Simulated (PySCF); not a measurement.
BH₃, singlet: structure and spectrum

Computed with B3LYP in PySCF with B def2-TZVP, H def2-TZVP; no relativity; density-fitted integrals.

The structure is a minimum.

Coordinates in bohr (charge 0 multiplicity 1):
```
B     0.0000    0.0000    0.0000
H     2.2475    0.0000    0.0000
H    -1.1238    1.9464    0.0000
H    -1.1238   -1.9464    0.0000
```

| Item | Value |
| --- | --- |
| Point group | D3h |
| Bond lengths | B–H 1.189 Å (×3) |
| Bond angles | H–B–H 120.0° (×3) |
| Dipole moment | 0.00 D |
| Atomisation energy without zero-point energy | 1190 kJ/mol |
| Principal polarisabilities | 12.0, 18.1, 18.1 bohr³ |
| Zero-point energy | 68.9 kJ/mol |
| Enthalpy at 298.15 K above 0 K | 10.05 kJ/mol |
| Rotational symmetry number | 6 |
| Entropy at 298.15 K and 1 bar | 188.3 J/(mol K) |
| Highest occupied level | -9.75 eV |
| Rotational constants | 7.883, 7.883, 3.942 cm⁻¹ |
| Lowest empty level | -2.22 eV |
| Heat capacity Cp at 298.15 K | 35.9 J/(mol K) |
| Principal quadrupole moments (Buckingham, traceless) about the centre of mass | -1.12, -1.12, 2.23 D Å |

Harmonic modes (masses in u: B 11.009, H 1.008):
| symmetry | ω (cm⁻¹) | IR (km/mol, summed over degenerate members) |
| --- | --- | --- |
| a2'' | 1160 | 85.2 |
| e' | 1202 | 29.2 |
| a1' | 2566 | 0.0 |
| e' | 2694 | 253 |

In D3h the vibrations span a2'' + 2e' + a1'. The a1' mode carries no infrared intensity, as symmetry demands.

Charges (e):
```tsv
atom	Mulliken	Löwdin	polar tensor	Mayer order to B1
B1	-0.03	-0.10	0.51	–
H2,3,4	0.01	0.03	-0.17	0.99
```

Mulliken populations on B1: s 3.15, p 1.84, d 0.04, f 0.00.

Counting electrons, boron keeps none of its valence electrons outside its bonds, so the VSEPR class is AX3 and the expected shape is trigonal planar (D3h), as computed.

The final relaxation and frequency run took 3.3 s on 2 threads of a shared Arm Neoverse V2 host, with 49 basis functions and 7 gradients; the process peaked at 0.66 GiB.
